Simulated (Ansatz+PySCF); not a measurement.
## singlet Na2: levels of theory in one basis

| atom | x (Å) | y (Å) | z (Å) |
| --- | --- | --- | --- |
| Na | 0.0000 | 0.0000 | -1.6877 |
| Na | 0.0000 | 0.0000 | 1.6877 |

Basis set: def2-SVP (spherical functions). Correlated methods keep 2 orbitals frozen. Charge 0, multiplicity 1.

Computed with Ansatz (development build ahead of 0.2.0); each method stands on the lowest determinant of its kind that the runs found. NEVPT2 correlates all electrons. Active spaces start from the frontier orbitals, and the lowest solution found is given.

```tsv
method	E − E(RHF) (eV)	<S²> of the determinant
RHF	0.00	0.00
UHF	-0.10	0.52
RHF-MP2	-0.50	–
UHF-MP2	-0.38	0.52
RHF-CCSD	-0.74	–
UHF-CCSD	-0.74	0.52
RHF-CCSD(T)	-0.75	–
SC-NEVPT2(2,2)	-0.53	–
```

Question: What does CASSCF(2,2) give on the same scale?

Answer: -0.32 eV.

Question: Is a single determinant a sound starting point here?

Answer: Only with care. Unrestricted orbitals gain 0.10 eV and <S²> is 0.52 against 0.00 for a pure state, so spin symmetry breaks but gains little energy; restricted orbitals can still serve. The CASSCF(2,2) natural occupations are 1.85, 0.15.

Caution for UHF, UHF-MP2, UHF-CCSD: the unrestricted determinant is spin contaminated; the determinant breaks the point group. Caution for UHF-MP2: another reference gives a lower total.
